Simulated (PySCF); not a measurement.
**Solvent effects on NMR parameters**

Bonds (- single, = double, # triple, : aromatic): S1=C2 1.617 Å, C2-C3 1.425 Å, C3=C4 1.334 Å, C4-C2 1.425 Å. C3 carries H5; C4 carries H6.

GIAO PBE0/pcSseg-1 in PySCF on one PBE0-D3(BJ)/def2-SVP conformer, non-relativistic, equivalent nuclei averaged. Solvents enter as an IEF-PCM continuum (cyclohexane with ε = 2.0, tetrahydrofuran with ε = 7.4) around the gas-phase geometry. Shifts are referred to CS2, TMS computed in the same medium.

Gas phase, δ in ppm: S1 206.6, C2 181.3, C3/C4 169.9, H5/H6 9.20. Dipole moment 4.60 D.

Task: How does each δ change in the continuum?

Result: 
```tsv
atoms	environment	Δδ, cyclohexane	Δδ, tetrahydrofuran
S1	sulfur bonded to C	-44.0	-90.5
C2	unsaturated ring carbon	+3.7	+7.4
C3/C4	unsaturated ring CH	+0.5	+1.3
H5/H6	hydrogen on a unsaturated ring CH	+0.09	+0.21
```

Changes are relative to the gas phase. The dipole moment becomes 5.37 D in cyclohexane, 6.24 D in tetrahydrofuran.

Task: Which nuclei move most (in ppm), and what does the model miss?

Result: S1 (sulfur bonded to C, -90.5 ppm) in tetrahydrofuran. A continuum only polarises the solute; specific hydrogen bonds, the anisotropy of aromatic solvents and changes of geometry or conformer are outside it.
